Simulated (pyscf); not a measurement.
F–W(F)(F)(F)=Se + H₂ → F–WH(F)(F)(F)–SeH, an addition across a multiple bond or ene-type step (singlet surface; H–H broken, H–Se, H–W formed). Optimised with ωB97X-D3(BJ)/def2-SVP in PySCF. Energies in kJ/mol from the separated reactants.

Small-basis levels: PySCF, no dispersion term, spherical d functions. AM1 to PM7: differences of heats of formation from MOPAC, which are fitted to 298 K values and so differ in kind from electronic energies by zero-point and thermal terms. Cost: rough CPU time at the saddle relative to B3LYP/6-31G*+LANL2DZ, from one job on a shared machine.

| level | barrier | reaction energy | cost |
|---|---|---|---|
| MP2/6-31G*+LANL2DZ | 350.7 | +215.8 | 0.2 |
| SVWN5/6-31G*+LANL2DZ | 177.5 | +63.0 | 1 |
| PBE/6-31G*+LANL2DZ | 222.9 | +99.1 | 2 |
| B3LYP/LANL2DZ | 242.1 | +98.7 | 0.9 |
| M06-2X/6-31G*+LANL2DZ | 261.2 | +97.9 | 3 |
| B3LYP/6-311+G**+LANL2DZ | 200.7 | +68.7 | 1 |
| PBE/def2-SVP | 156.6 | +70.3 | 2 |
| B3LYP/def2-SVP | 189.4 | +81.4 | 1 |
| PM7 | -611.3 | -960.9 | under 0.02 |
| ωB97M-D3(BJ)/def2-TZVP | 191.0 | +68.7 | – |

Against the last row the barrier runs from -802.3 (PM7) to +159.7 kJ/mol (MP2/6-31G*+LANL2DZ). At PM7 this geometry lies under one side, so the entry may be no barrier of that level: it is a single point on another level's saddle. ωB97M-D3(BJ)/def2-TZVP has limits of its own. On the product side the descent ends in a point that may be a rotor saddle (no frequency run), 8.5 kJ/mol over the lowest minimum found and 115.2 kJ/mol under the saddle at ωB97X-D3(BJ)/def2-TZVP. One saddle was located; it need not be the lowest between these sides. In the def2 sets elements up to Kr have no core potential. In the def2 sets elements past Kr carry core potentials, without spin-orbit coupling.
